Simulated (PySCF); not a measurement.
## Structure from NMR data

Molecular formula: C3H9N. Simulated spectra:

1H NMR (400 MHz, computed): δ 3.41 (sept, J = 6.3 Hz, 1H), 1.03 (d, J = 6.3 Hz, 6H), 0.70 (br s, 2H).

13C{1H} NMR (computed): δ 47.2, 27.1 (2C).

- J couplings at B3LYP/pcJ-1 (spin–dipole term only in couplings to heteroatoms)
- shielding tensors at PBE0/pcSseg-1 (GIAO)
- GFN2-xTB structure
- run in PySCF
- averaged over atoms made equivalent by symmetry, fast rotation or ring inversion, non-relativistic Hamiltonian, single conformer, no solvent

References, each an isolated molecule treated in the same way: 1H (σref 31.72), 13C (σref 186.93) vs TMS.

Deduce the structure.

Results:


The formula gives 0 degrees of unsaturation. 2 carbon signals for 3 carbons: some carbons are equivalent by symmetry or fast rotation. Carbon types of the structure: 1 × CH, 2 × CH3, leaving 2 H on heteroatoms. δC 47.2: sp3 CH bonded to N; pulled downfield by the heteroatom. δC 27.1: methyl carbon; saturated and bonded to C and H only. δH 3.41: hydrogen on an sp3 CH bonded to N; its carbon carries N, hence the downfield position. δH 1.03: hydrogen on a methyl carbon. δH 0.70: hydrogen on an amine nitrogen; labile proton, position sensitive to the medium. The protons at 1.03 and 3.41 share a coupling of 6.3 Hz (vicinal).

The compound is `CC(C)N`.

The OH or NH signal is concentration- and solvent-dependent in practice; the value given is the gas-phase one. Multiplet labels drop couplings under 1 Hz and merge nearly equal ones. Unscaled 3J(H,H) at this level run about 10 % above measured values. Shifts are as computed. Against solution values, carbons near 30 ppm lie about +3 ppm off and those near 130 ppm about +5 ppm. Of 1211 compounds with measured shifts, 218 miss one by over three times the rms of a fit or turn the order of signals round; such compounds aren't used in these exercises. Couplings to exchangeable protons are dropped.
